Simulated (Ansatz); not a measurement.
in.yaml

```yaml
crystal:
  periodic: [false, false, false]
  atoms:
    - {symbol: W, position_ang: [0.000000, 0.000000, 0.000000]}
    - {symbol: F, position_ang: [0.000000, 0.000000, 1.827922]}
basis:
  gaussian: {orbitals: def2-SVP}
magnetization: {spin_polarized: false, initial_magnetization: 3}
hamiltonian: {pseudopotentials: {relativity: none}}
correlation: {active_space: {ras: {orbitals: [5, 3, 33], electrons: 13, max_holes: 2, max_particles: 2}, fixed_orbitals: true}}
accuracy: high
nroots: 3
```

```sh
$ ansatz run in.yaml --threads 1 --pin off --events-out ev --progress --plain --max-ram 2393MiB
```

Problem. One thing in this input was set wrong on purpose, beside settings that are merely unusual. What is the gravest fault, and what does the program do?

Solution. Unknown input key. How the run ends: refused.
```
Error: YAML parse error: error: line 12 column 1: unknown field `nroots`, expected one of crystal, accuracy, basis, kpoints, hamiltonian, magnetization, projection, total_charge, correlation, batch, efield, external_charges, scf, relax, neb, saddle, md, ramp, phonons, dielectric, real_time, elastic, magnetic_configurations, gw, evaluate, workflow, output, checkpoint, execution
  --> <input>:12:1
   |
10 | correlation: {active_space: {ras: {orbitals: [5, 3, 33], electron…
11 | accuracy: high
12 | nroots: 3
   | ^ unknown field `nroots`, expected one of crystal, accuracy, basis, kpoints, hamiltonian, magnetization, projection, total_charge, correlation, batch, efield, external_charges, scf, relax, neb, saddle, md, ramp, phonons, dielectric, real_time, elastic, magnetic_configurations, gw, evaluate, workflow, output, checkpoint, execution
```
